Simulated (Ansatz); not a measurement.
A made-up structure of AlBSiH5, doublet:

B1  (0.293, 0.647, 0.262)
Si2  (-1.010, 1.276, -1.058)
Al3  (0.734, -1.673, 0.802)
H4  (-1.778, 0.326, -1.782)
H5  (-1.203, 2.661, -1.307)
H6  (0.897, 1.447, 0.827)
H7  (-0.085, -2.795, 0.038)
H8  (1.819, -2.058, 1.894)
(Å)

It is relaxed with PBE-D4/def2-SVP and then PBE0-D4/def2-TZVP (Ansatz 0.2.0). Atoms count as bonded within 1.22 times the sum of their covalent radii (H–H: 0.88 Å). The end point is not checked to be a true minimum.

Q: Does its bonding change? (A judgement: the text doesn't fix the answer.)

A: By the calculation: No: no bond forms or breaks.

Where it ends: The first stage lowers the energy by 0.58 eV in 7 steps. It ends as AlBSiH₅ ([AlH2][BH][SiH2]):
```
8
angstrom
B 0.3928 0.6015 0.3645
Si -0.9018 1.1269 -0.9445
Al 0.6662 -1.4683 0.7250
H -1.7241 0.1631 -1.7206
H -1.2660 2.5084 -1.3652
H 0.9869 1.4819 0.9174
H -0.1962 -2.5417 -0.0827
H 1.7102 -2.0411 1.7837
```

Labels in which every atom is bracketed show which atoms are joined, not bond orders.

For scale, one of the runs: PBE0-D4/def2-TZVP relaxation, 135 basis functions, launched by `ansatz run in.yaml --threads 2 --pin off --events-out ev --progress --plain --max-ram 4352MiB`. Hardware: 2 CPU threads of an Intel Xeon Platinum 8259CL, shared host. Wall time about 21 s.
